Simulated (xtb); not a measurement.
Species: CH3O, SMILES `C[O]` (charge 0, multiplicity 2).

**Question.** Give a relaxed geometry from xtb with GFN2-xTB.

**Answer.** the end point of this relaxation (outside a Z-matrix the atoms follow the SMILES, hydrogens last).
Bond lengths (Å): C1–O2 1.312, C1–H3 1.104, C1–H4 1.115, C1–H5 1.115. Bond angles (°): O2–C1–H3 115.1, O2–C1–H4 110.5, O2–C1–H5 110.5, H3–C1–H4 109.6, H3–C1–H5 109.6, H4–C1–H5 100.4.
